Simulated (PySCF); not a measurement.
PySCF input (CAM-B3LYP/pcseg-3):

```python
import numpy as np, basis_set_exchange as bse
from pyscf import gto, scf, dft, df, tdscf

basis = {'Cl': gto.basis.parse(bse.get_basis('pcseg-3', elements=['Cl'], fmt='nwchem'))}
mol = gto.M(
    atom='''
    Cl   -0.00000000   -0.00000000   -1.00677069
    Cl    0.00000000    0.00000000    1.00677069
    ''',
    basis=basis,
    charge=0,
    verbose=4,
    max_memory=1839,
)
mf = dft.RKS(mol, xc='camb3lyp')
mf.grids.level = 3
mf = mf.density_fit(auxbasis=df.autoaux(mol))
mf.conv_tol = 1e-9
mf.max_cycle = 100
print('smallest overlap eigenvalue', np.linalg.eigvalsh(mol.intor('int1e_ovlp'))[0])
mf.kernel()
dip = mf.dip_moment()
td = tdscf.TDA(mf)
td.nstates = 4
td.kernel()
td.analyze()
osc = td.oscillator_strength()
```

Output:

```
PySCF version 2.14.0

[INPUT] verbose = 4
[INPUT] num. atoms = 2
[INPUT] num. electrons = 34
[INPUT] charge = 0
[INPUT] spin (= nelec alpha-beta = 2S) = 0
[INPUT] symmetry False subgroup None
[INPUT] Mole.unit = angstrom
[INPUT] Symbol           X                Y                Z      unit          X                Y                Z       unit  Magmom
[INPUT]  1 Cl     0.000000000000   0.000000000000  -1.006770690000 AA    0.000000000000   0.000000000000  -1.902520874339 Bohr   0.0
[INPUT]  2 Cl     0.000000000000   0.000000000000   1.006770690000 AA    0.000000000000   0.000000000000   1.902520874339 Bohr   0.0

nuclear repulsion = 75.9518604757356
number of shells = 36
number of NR pGTOs = 212
number of NR cGTOs = 128
basis = {'Cl': [[0, [1146080.0, 2.24286e-05], [171800.0, 0.00017414], [39124.2, 0.000914478], [11087.4, 0.00384764], [3618.48, 0.0138653], [1306.46, 0.0438901], [509.667, 0.120858], [210.317, 0.278437], [91.2666, 0.476404], [40.9763, 0.5], [18.4427, 0.210971]], [0, [297.055, -0.00634511], [93.1387, -0.0471238], [35.795, -0.124305], [7.6793, 0.333888], [3.64552, 0.5]], [0, [5.00072, 0.211972], [1.92948, 0.5]], [0, [0.871033, 1.0]], [0, [0.360759, 1.0]], [0, [0.141224, 1.0]], [1, [4397.43, 0.000126097], [1040.75, 0.00111479], [336.946, 0.00633485], [127.121, 0.0272339], [53.9945, 0.085172], [24.435, 0.215037], [11.4847, 0.395274], [5.47323, 0.5], [2.58927, 0.344994]], [1, [10.1112, -0.0283652], [1.21527, 0.5]], [1, [0.523747, 1.0]], [1, [0.212167, 1.0]], [1, [0.0808722, 1.0]], [2, [9.81, 1.0]], [2, [2.58, 1.0]], [2, [0.76, 1.0]], [2, [0.28, 1.0]], [3, [1.72, 1.0]], [3, [0.57, 1.0]], [4, [0.86, 1.0]]]}
ecp = {}
ETB for Cl: l = 0, exps = 0.1617444 * 1.8^n , n = 0..17
ETB for Cl: l = 1, exps = 0.1617444 * 1.8^n , n = 0..14
ETB for Cl: l = 2, exps = 0.1617444 * 1.8^n , n = 0..14
ETB for Cl: l = 3, exps = 0.36087220000000003 * 2.2^n , n = 0..7
ETB for Cl: l = 4, exps = 0.56 * 2.2^n , n = 0..7
ETB for Cl: l = 5, exps = 0.85 * 2.3^n , n = 0..4
smallest overlap eigenvalue 0.002067132342855596

******** <class 'pyscf.df.df_jk.DFRKS'> ********
method = DFRKS
initial guess = minao
damping factor = 0
level_shift factor = 0
DIIS = <class 'pyscf.scf.diis.CDIIS'>
diis_start_cycle = 1
diis_space = 8
diis_damp = 0
SCF conv_tol = 1e-09
SCF conv_tol_grad = None
SCF max_cycles = 100
direct_scf = False
XC library pyscf.dft.libxc version 7.1.2
    S. Lehtola, C. Steigemann, M. J. T. Oliveira, and M. A. L. Marques,  SoftwareX 7, 1–5 (2018)
XC functionals = camb3lyp
    T. Yanai, D. P. Tew, and N. C. Handy,  Chem. Phys. Lett. 393, 51 (2004)
radial grids:
    Treutler-Ahlrichs [JCP 102, 346 (1995); DOI:10.1063/1.469408] (M4) radial grids

becke partition: Becke, JCP 88, 2547 (1988); DOI:10.1063/1.454033
pruning grids: <function nwchem_prune>
grids dens level: 3
symmetrized grids: False
atomic radii adjust function: <function treutler_atomic_radii_adjust>
small_rho_cutoff = 0
Set gradient conv threshold to 3.16228e-05
Initial guess from minao.
tot grids = 37760
******** <class 'pyscf.df.df.DF'> ********
auxbasis = {'Cl': [[0, [np.float64(3535.589536829998), 1]], [0, [np.float64(1964.2164093499987), 1]], [0, [np.float64(1091.231338527777), 1]], [0, [np.float64(606.2396325154317), 1]], [0, [np.float64(336.7997958419065), 1]], [0, [np.float64(187.11099768994808), 1]], [0, [np.float64(103.95055427219334), 1]], [0, [np.float64(57.750307928996314), 1]], [0, [np.float64(32.083504404997946), 1]], [0, [np.float64(17.82416911388775), 1]], [0, [np.float64(9.902316174382083), 1]], [0, [np.float64(5.501286763545601), 1]], [0, [np.float64(3.0562704241920007), 1]], [0, [np.float64(1.69792801344), 1]], [0, [np.float64(0.9432933408000002), 1]], [0, [np.float64(0.524051856), 1]], [0, [np.float64(0.29113992000000005), 1]], [0, [np.float64(0.1617444), 1]], [1, [np.float64(606.2396325154317), 1]], [1, [np.float64(336.7997958419065), 1]], [1, [np.float64(187.11099768994808), 1]], [1, [np.float64(103.95055427219334), 1]], [1, [np.float64(57.750307928996314), 1]], [1, [np.float64(32.083504404997946), 1]], [1, [np.float64(17.82416911388775), 1]], [1, [np.float64(9.902316174382083), 1]], [1, [np.float64(5.501286763545601), 1]], [1, [np.float64(3.0562704241920007), 1]], [1, [np.float64(1.69792801344), 1]], [1, [np.float64(0.9432933408000002), 1]], [1, [np.float64(0.524051856), 1]], [1, [np.float64(0.29113992000000005), 1]], [1, [np.float64(0.1617444), 1]], [2, [np.float64(606.2396325154317), 1]], [2, [np.float64(336.7997958419065), 1]], [2, [np.float64(187.11099768994808), 1]], [2, [np.float64(103.95055427219334), 1]], [2, [np.float64(57.750307928996314), 1]], [2, [np.float64(32.083504404997946), 1]], [2, [np.float64(17.82416911388775), 1]], [2, [np.float64(9.902316174382083), 1]], [2, [np.float64(5.501286763545601), 1]], [2, [np.float64(3.0562704241920007), 1]], [2, [np.float64(1.69792801344), 1]], [2, [np.float64(0.9432933408000002), 1]], [2, [np.float64(0.524051856), 1]], [2, [np.float64(0.29113992000000005), 1]], [2, [np.float64(0.1617444), 1]], [3, [np.float64(90.01444186299142), 1]], [3, [np.float64(40.915655392268825), 1]], [3, [np.float64(18.59802517830401), 1]], [3, [np.float64(8.453647808320003), 1]], [3, [np.float64(3.8425671856000014), 1]], [3, [np.float64(1.7466214480000004), 1]], [3, [np.float64(0.7939188400000001), 1]], [3, [np.float64(0.36087220000000003), 1]], [4, [np.float64(139.6840417280001), 1]], [4, [np.float64(63.49274624000004), 1]], [4, [np.float64(28.860339200000013), 1]], [4, [np.float64(13.118336000000005), 1]], [4, [np.float64(5.962880000000002), 1]], [4, [np.float64(2.710400000000001), 1]], [4, [np.float64(1.2320000000000002), 1]], [4, [np.float64(0.56), 1]], [5, [np.float64(23.786484999999992), 1]], [5, [np.float64(10.341949999999999), 1]], [5, [np.float64(4.496499999999999), 1]], [5, [np.float64(1.9549999999999998), 1]], [5, [np.float64(0.85), 1]]]}
Create RSH-DF object <pyscf.df.df.DF object> for omega=0.33
******** <class 'pyscf.df.df.DF'> ********
auxbasis = auxmol.basis = {'Cl': [[0, [np.float64(3535.589536829998), 1]], [0, [np.float64(1964.2164093499987), 1]], [0, [np.float64(1091.231338527777), 1]], [0, [np.float64(606.2396325154317), 1]], [0, [np.float64(336.7997958419065), 1]], [0, [np.float64(187.11099768994808), 1]], [0, [np.float64(103.95055427219334), 1]], [0, [np.float64(57.750307928996314), 1]], [0, [np.float64(32.083504404997946), 1]], [0, [np.float64(17.82416911388775), 1]], [0, [np.float64(9.902316174382083), 1]], [0, [np.float64(5.501286763545601), 1]], [0, [np.float64(3.0562704241920007), 1]], [0, [np.float64(1.69792801344), 1]], [0, [np.float64(0.9432933408000002), 1]], [0, [np.float64(0.524051856), 1]], [0, [np.float64(0.29113992000000005), 1]], [0, [np.float64(0.1617444), 1]], [1, [np.float64(606.2396325154317), 1]], [1, [np.float64(336.7997958419065), 1]], [1, [np.float64(187.11099768994808), 1]], [1, [np.float64(103.95055427219334), 1]], [1, [np.float64(57.750307928996314), 1]], [1, [np.float64(32.083504404997946), 1]], [1, [np.float64(17.82416911388775), 1]], [1, [np.float64(9.902316174382083), 1]], [1, [np.float64(5.501286763545601), 1]], [1, [np.float64(3.0562704241920007), 1]], [1, [np.float64(1.69792801344), 1]], [1, [np.float64(0.9432933408000002), 1]], [1, [np.float64(0.524051856), 1]], [1, [np.float64(0.29113992000000005), 1]], [1, [np.float64(0.1617444), 1]], [2, [np.float64(606.2396325154317), 1]], [2, [np.float64(336.7997958419065), 1]], [2, [np.float64(187.11099768994808), 1]], [2, [np.float64(103.95055427219334), 1]], [2, [np.float64(57.750307928996314), 1]], [2, [np.float64(32.083504404997946), 1]], [2, [np.float64(17.82416911388775), 1]], [2, [np.float64(9.902316174382083), 1]], [2, [np.float64(5.501286763545601), 1]], [2, [np.float64(3.0562704241920007), 1]], [2, [np.float64(1.69792801344), 1]], [2, [np.float64(0.9432933408000002), 1]], [2, [np.float64(0.524051856), 1]], [2, [np.float64(0.29113992000000005), 1]], [2, [np.float64(0.1617444), 1]], [3, [np.float64(90.01444186299142), 1]], [3, [np.float64(40.915655392268825), 1]], [3, [np.float64(18.59802517830401), 1]], [3, [np.float64(8.453647808320003), 1]], [3, [np.float64(3.8425671856000014), 1]], [3, [np.float64(1.7466214480000004), 1]], [3, [np.float64(0.7939188400000001), 1]], [3, [np.float64(0.36087220000000003), 1]], [4, [np.float64(139.6840417280001), 1]], [4, [np.float64(63.49274624000004), 1]], [4, [np.float64(28.860339200000013), 1]], [4, [np.float64(13.118336000000005), 1]], [4, [np.float64(5.962880000000002), 1]], [4, [np.float64(2.710400000000001), 1]], [4, [np.float64(1.2320000000000002), 1]], [4, [np.float64(0.56), 1]], [5, [np.float64(23.786484999999992), 1]], [5, [np.float64(10.341949999999999), 1]], [5, [np.float64(4.496499999999999), 1]], [5, [np.float64(1.9549999999999998), 1]], [5, [np.float64(0.85), 1]]]}
init E= -920.529288396368
  HOMO = -0.341447161860788  LUMO = -0.16537886065068  gap/eV = 4.79106
cycle= 1 E= -920.440936531912  delta_E= 0.0884  |g|= 0.226  |ddm|= 1.11
  HOMO = -0.384419725031192  LUMO = -0.0954685388280403  gap/eV = 7.86276
cycle= 2 E= -920.445901291027  delta_E= -0.00496  |g|= 0.165  |ddm|= 0.177
  HOMO = -0.371625857579209  LUMO = -0.0785797674835855  gap/eV = 7.97419
cycle= 3 E= -920.450257287474  delta_E= -0.00436  |g|= 0.0168  |ddm|= 0.0824
  HOMO = -0.374161501564179  LUMO = -0.0796420786962919  gap/eV = 8.01428
cycle= 4 E= -920.450318346158  delta_E= -6.11e-05  |g|= 0.00175  |ddm|= 0.0108
  HOMO = -0.37394420398137  LUMO = -0.0793312135195414  gap/eV = 8.01683
cycle= 5 E= -920.450319858837  delta_E= -1.51e-06  |g|= 0.000327  |ddm|= 0.00282
  HOMO = -0.374021761380113  LUMO = -0.0794075098810474  gap/eV = 8.01686
cycle= 6 E= -920.450319879408  delta_E= -2.06e-08  |g|= 6.62e-05  |ddm|= 0.000261
  HOMO = -0.374013437380299  LUMO = -0.0794010370248124  gap/eV = 8.01681
cycle= 7 E= -920.450319880306  delta_E= -8.99e-10  |g|= 4.81e-06  |ddm|= 5.36e-05
  HOMO = -0.374012412757173  LUMO = -0.0793997897477858  gap/eV = 8.01682
Extra cycle  E= -920.450319880316  delta_E= -9.89e-12  |g|= 2.5e-06  |ddm|= 6.28e-06
converged SCF energy = -920.450319880316
Dipole moment(X, Y, Z, Debye): -0.00000,  0.00000, -0.00000

******** <class 'pyscf.tdscf.rks.TDA'> for <class 'pyscf.df.df_jk.DFRKS'> ********
nstates = 4 singlet
deg_eia_thresh = 1.000e-03
wfnsym = None
conv_tol = 1e-05
eigh lindep = 1e-12
eigh level_shift = 0
eigh max_cycle = 100
chkfile = tmp0zpcl_p5

Excitation energies (eV)
[3.61567937 3.61567937 6.38390254 6.38390254]

** Singlet excitation energies and oscillator strengths **
Excited State   1:      3.61568 eV    342.91 nm  f=0.0003
      17 -> 18        0.70356
Excited State   2:      3.61568 eV    342.91 nm  f=0.0003
      16 -> 18        0.70356
Excited State   3:      6.38390 eV    194.21 nm  f=0.0000
      15 -> 18        0.70242
Excited State   4:      6.38390 eV    194.21 nm  f=0.0000
      14 -> 18        0.70242

** Transition electric dipole moments (AU) **
state          X           Y           Z        Dip. S.      Osc.
  1        -0.0230     -0.0497      0.0000      0.0030      0.0003
  2        -0.0497      0.0230      0.0000      0.0030      0.0003
  3        -0.0000      0.0000     -0.0000      0.0000      0.0000
  4         0.0000      0.0000      0.0000      0.0000      0.0000

** Transition velocity dipole moments (imaginary part, AU) **
state          X           Y           Z        Dip. S.      Osc.
  1        -0.0508     -0.1100      0.0000      0.0147      0.0736
  2        -0.1100      0.0508      0.0000      0.0147      0.0736
  3        -0.0000      0.0000      0.0000      0.0000      0.0000
  4         0.0000      0.0000     -0.0000      0.0000      0.0000

** Transition magnetic dipole moments (imaginary part, AU) **
state          X           Y           Z
  1        -0.0000      0.0000      0.0000
  2         0.0000      0.0000      0.0000
  3        -0.5499     -0.2820      0.0000
  4        -0.2820      0.5499      0.0000
```
